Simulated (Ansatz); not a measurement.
GeH2⁺, doublet: the ladder up to full CI

Geometry: a point of a stretch scan, not a stationary point.

```xyz
3

Ge    0.0000   -0.0267    0.0106
H     0.0000    1.1834   -2.1243
H     0.0000    0.7385    1.3605
```

Basis aug-cc-pVDZ; Ansatz 0.2.0. Correlated methods freeze the noble-gas cores and the filled d shells of p-block atoms, which leaves 5 electrons in 40 orbitals. Prefix R: restricted or restricted open-shell reference; prefix U: unrestricted. Active spaces: pair = (3e, 3o) about the gap; valence = (5e, 6o) chosen from the atoms' valence shells. No spin–orbit coupling is included, and no scalar relativity.

Full CI is exact within this basis and frozen core; it isn't the basis-set limit. The frozen core follows each run's orbitals, which can shift R against U totals by a few meV for light atoms and by up to 0.1 eV past Ca.

For open shells CISD is restricted-active-space CI with the open shells as a complete middle space.

```
UHF ⟨S²⟩                          : 0.908
T1 diagnostic (RCCSD)             : 0.0666
largest doubles amplitude (RCCSD) : 0.084
```

```
                   level  E − E(full CI) (mEh)  share of correlation (%)  wall time
                     RHF                 87.32                      0.00          –
                    RMP2                 28.23                     67.67          –
                    CISD                  5.22                     94.02      5.5 s
                   RCCSD                  2.41                     97.24          –
                RCCSD(T)                  0.87                     99.01       13 s
                 BCCD(T)                  0.83                     99.05       13 s
                  RCCSDT                  0.08                     99.91          –
               RCCSDT(Q)                  0.02                     99.98       33 s
     CASSCF (pair space)                 68.12                     21.99          –
     NEVPT2 (pair space)                 23.63                     72.94       15 s
     MRCISD (pair space)                  3.75                     95.70          –
   MRCISD+Q (pair space)                  0.12                     99.87       17 s
  CASSCF (valence space)                 37.88                     56.62          –
  NEVPT2 (valence space)                 12.78                     85.36      9.5 s
  MRCISD (valence space)                  1.67                     98.09          –
MRCISD+Q (valence space)                  0.75                     99.14       10 s
```

The correlation energy at full CI, counted from RHF, is -2.376 eV. That run took 80 s on 1 thread of AMD EPYC, shared host over 3,897,078 determinants.

Run but not shown, since their state or frozen core can't be matched to the reference's or they repeat it: UHF, UMP2, UCCSD, UCCSD(T), UCCSDT, UCCSDT(Q).

Times hold each run's SCF and search for its determinant on a shared host, so for small cases they say little of a method's own cost; they ran on 1 thread of AMD EPYC.

The full-CI state has the irrep A' of Cs, in the program's axes.

Natural occupations of full CI about the gap: 1.951 1.877 0.994 0.073 0.038 0.030 0.009 0.008 0.005 0.004; effectively unpaired electrons, Σ n²(2−n)², 1.09.
